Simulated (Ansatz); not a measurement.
# AlNaH₂ (singlet): B3LYP, wB97M-V, HSE06 over a scan of the scale of all distances, cc-pVDZ

How well do these functionals follow the top wave-function level for AlNaH₂ (singlet) over a scan of the scale of all distances?

Computed with Ansatz 0.2.0, Gaussian basis. Level: cc-pVDZ, all electrons in the functionals.

To be run: B3LYP, wB97M-V, HSE06, at 0.889; 1.000; 1.107; 1.278; 1.484; 1.766; 1.990; 2.418.

38 further runs of the same task are left out: 24 for a known fault of the program, 12 that didn't finish, 2 set aside as unsound or not needed.

## 1. What is computed

The geometry derives from a PBE0/def2-TZVP stationary point (not a proven minimum). All distances are scaled together.

4 atoms, charge 0, spin multiplicity 1.

Atoms are counted from 1 here; the program's logs count them from 0.

Bond lengths: Al1–H3 1.618 Å, Al1–H4 1.618 Å. Angles: H3–Al1–H4 108.1°.

No dispersion term is added; wB97M-V holds VV10 nonlocal correlation. B3LYP takes the VWN-RPA correlation. HSE06 is the plane-wave form.

The geometry shown and the zero of energy belong to the point 1.000. The yardstick, FCI, and other wave-function levels (R restricted, U unrestricted, valence and pair active spaces) come from earlier runs.

## 2. B3LYP, 0.889

in.yaml

```yaml
crystal:
  periodic: [false, false, false]
  atoms:
    - {symbol: Al, position_ang: [0.000000, 0.000000, 1.108508]}
    - {symbol: Na, position_ang: [0.000000, 0.000000, -1.472215]}
    - {symbol: H, position_ang: [0.000000, 1.165011, 1.952807]}
    - {symbol: H, position_ang: [0.000000, -1.165011, 1.952807]}
basis:
  gaussian: {orbitals: cc-pVDZ}
magnetization: {spin_polarized: true, initial_magnetization: 0}
hamiltonian: {xc: {name: B3LYP}}
```

Run with:

```bash
$ ansatz run in.yaml --threads 1 --pin off --events-out ev --progress --plain --max-ram 2393MiB
```

The runs that follow: B3LYP, 1.000; B3LYP, 1.107; B3LYP, 1.278; B3LYP, 1.484; B3LYP, 1.766; B3LYP, 1.990; B3LYP, 2.418; wB97M-V, 0.889; wB97M-V, 1.000; wB97M-V, 1.107; wB97M-V, 1.278; wB97M-V, 1.484; wB97M-V, 1.766; wB97M-V, 1.990; wB97M-V, 2.418; HSE06, 0.889; HSE06, 1.000; HSE06, 1.107; HSE06, 1.278; HSE06, 1.484; HSE06, 1.766; HSE06, 1.990; HSE06, 2.418.

Before running them: what should the planned runs give, taken together? Wanted: span of the FCI curve; largest miss, B3LYP; largest miss, wB97M-V; largest miss, HSE06.

The runs gave:

| quantity | value |
| --- | --- |
| span of the FCI curve | 141.8 kcal/mol |
| largest miss, B3LYP | +3.8 kcal/mol (2.418) |
| largest miss, wB97M-V | +12.5 kcal/mol (2.418) |
| largest miss, HSE06 | +5.7 kcal/mol (2.418) |

What this shows: Of the functionals, B3LYP keep the smallest largest miss at the points compared (at most 3.8 kcal/mol) and wB97M-V strays most (12.5 kcal/mol, at 2.418). B3LYP, wB97M-V, HSE06 clearly break the spin symmetry at some points (⟨S²⟩ up to 1.83 above the pure value), so energy there is bought with a mixed spin. Functionals and the yardstick converge differently with the basis, so part of each miss in cc-pVDZ is the basis.
